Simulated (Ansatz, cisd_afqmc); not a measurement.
System: NH, charge 0, triplet. NH (SMILES [NH], triplet).
HTBH set geometry:
```
N
H 1 1.0367
```
Charge 0, spin multiplicity 3.

Total energies in aug-cc-pVQZ, 6 correlated electrons, 1 frozen orbitals. UHF or UKS for unpaired electrons; spin-orbit terms are left out. Cores are frozen in correlated methods. No relativity. AFQMC is phaseless with a CISD trial state; ± is one standard error, without the phaseless bias. Outlying blocks are dropped, and bars are widened where a walk drifts. Over all cases where full CI ran beside it in this data, AFQMC minus full CI had a median of +0.1 mEh and passed +0.4 mEh in a tenth of the cases.

```json
[
 {"method": "HF", "program": "Ansatz", "energy (Eh)": "-54.98556", "minus CCSDT(Q) (mEh)": "171.17"},
 {"method": "MP2", "program": "Ansatz", "energy (Eh)": "-55.13450", "minus CCSDT(Q) (mEh)": "22.22"},
 {"method": "CCSD", "program": "Ansatz", "energy (Eh)": "-55.15152", "minus CCSDT(Q) (mEh)": "5.21"},
 {"method": "CCSD(T)", "program": "Ansatz", "energy (Eh)": "-55.15614", "minus CCSDT(Q) (mEh)": "0.58"},
 {"method": "CCSDT(Q)", "program": "Ansatz", "energy (Eh)": "-55.15672", "minus CCSDT(Q) (mEh)": "0.00"},
 {"method": "AFQMC/CISD", "program": "cisd_afqmc", "energy (Eh)": "-55.1565 ± 0.0001", "minus CCSDT(Q) (mEh)": "0.2 ± 0.1"}
]
```

Rough core times of Ansatz's runs on a shared machine: CCSD(T) under 20 s, CCSDT(Q) 10 min.

Ansatz is a program for electronic structure.
